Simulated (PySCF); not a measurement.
CH4.
Structure used (PBE0-D3(BJ)/def2-SVP), in Å, numbered top down from 1:
```
atom  x, y, z in Å
C1     0.0000    0.0000    0.0000
H2    -0.7161   -0.2856   -0.7819
H3     0.1178    1.0917    0.0073
H4    -0.3723   -0.3345    0.9774
H5     0.9707   -0.4714   -0.2028
```

Method used: MP2 and CCSD/aug-cc-pVTZ in PySCF, restricted Hartree–Fock reference, frozen core, non-relativistic, gas phase, PBE0-D3(BJ)/def2-SVP geometry.

E(HF) = -40.21303 Eh.

(1) How large is the problem?

(2) What are the MP2 and CCSD correlation energies?

(3) What is the T1 diagnostic?

## Answers

(1) 138 basis functions and 10 electrons; 1 orbital frozen, which leaves o = 4 correlated occupied and v = 133 virtual orbitals. That is o·v = 532 singles and o·v(o·v + 1)/2 = 141778 distinct closed-shell doubles amplitudes before symmetry; the costliest CCSD step grows as o²v⁴ = 5.0 × 10^9.

(2) MP2 -0.2011 Eh and CCSD -0.2211 Eh, which gives totals of -40.41410 and -40.43414 Eh. That is 0.752 eV for each correlated electron at CCSD (581 kJ/mol in all, 0.547 % of the total energy); MP2 gives 90.9 % of the CCSD value.

(3) 0.0076, below the customary warning level of 0.02. It is the norm of the spatial-orbital singles amplitudes over the root of the number of correlated electrons, so the norm is 0.021.

No triples correction and no basis-set extrapolation were made.
